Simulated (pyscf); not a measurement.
Elimination: HO–Si:–OH (SMILES O[Si]O) [singlet] → H₂O (SMILES O) + O=Si: (SMILES O=[Si]) [singlet]

Gas phase, singlet surface, charge 0. Bonds broken: O1–Si2, O3–H5. Bonds formed: O1–H5. PySCF, gas phase, ωB97X-D3(BJ)/def2-SVP geometries. MP2 and CC: frozen core, UHF for open shells. ΔMP2 is the change of the MP2 total energy from the triple- to the quadruple-zeta basis.

Transition state (Å):

```xyz
5

O     -1.4237     0.2897    -0.1216
Si    -0.9067    -1.3012     0.8904
O     -1.5938    -1.9698    -0.3751
H     -0.8020     0.9083    -0.5311
H     -1.6928    -0.6544    -0.7126
```

One imaginary mode, 1207i cm⁻¹; descent along it reached the two sides named, in the forms told below.

| bond | change | reactant side (Å) | saddle | product side |
|---|---|---|---|---|
| O1–Si2 | breaks | 1.681 | 1.955 | 2.370 |
| O3–H5 | breaks | 0.968 | 1.362 | 2.179 |
| O1–H5 | forms | 2.461 | 1.146 | 0.975 |

Electronic energies relative to the reactant's lowest minimum found (eV):

| level | barrier | reaction energy | reverse barrier |
|---|---|---|---|
| ωB97X-D3(BJ)/def2-TZVP | 1.87 | +1.90 | -0.04 |
| PBE/def2-TZVP | 1.57 | +1.70 | -0.14 |
| r²SCAN/def2-TZVP | 1.75 | +1.86 | -0.12 |
| B3LYP-D3(BJ)/def2-TZVP | 1.79 | +1.78 | 0.01 |
| PBE0-D3(BJ)/def2-TZVP | 1.77 | +1.91 | -0.13 |
| M06-2X/def2-TZVP | 1.86 | +1.95 | -0.09 |
| ωB97M-D3(BJ)/def2-TZVP | 1.81 | +1.80 | 0.01 |
| HF/def2-TZVP | 2.42 | +1.94 | 0.48 |
| MP2/def2-QZVPP | 1.77 | +1.61 | 0.15 |
| CCSD/def2-TZVPP | 1.96 | +1.74 | 0.22 |
| CCSD(T)/def2-TZVPP | 1.84 | +1.66 | 0.18 |
| CCSD(T)/def2-TZVPP + ΔMP2(QZVPP) | 1.86 | +1.68 | 0.18 |

With CCSD(T)/def2-TZVPP + ΔMP2(QZVPP) energies and thermal terms (ideal gas, 1 atm, RRHO with modes under 100 cm⁻¹ raised to 100, one conformer, R ln 2 for chiral ones without a mode under 150 cm⁻¹), in eV:

| T (K) | ΔH‡ | ΔG‡ | ΔH | ΔG |
|---|---|---|---|---|
| 298 | 1.74 | 1.73 | +1.63 | +1.23 |
| 600 | 1.71 | 1.74 | +1.61 | +0.83 |
| 900 | 1.69 | 1.76 | +1.58 | +0.44 |
| 1200 | 1.67 | 1.78 | +1.54 | +0.07 |

On the product side the descent ends in a bound adduct, 0.38 eV under the separated species and 0.35 eV under the saddle at ωB97X-D3(BJ)/def2-TZVP. At ωB97X-D3(BJ), PBE, r²SCAN, PBE0-D3(BJ), M06-2X the saddle lies under the separated products, which points to a path from their complex (located at ωB97X-D3(BJ) alone), and parting the products costs more than the saddle. This is the saddle that the search found; another between the same sides may lie lower. The CCSD(T) − MP2 part came from Ansatz, without density fitting, on the same reference.
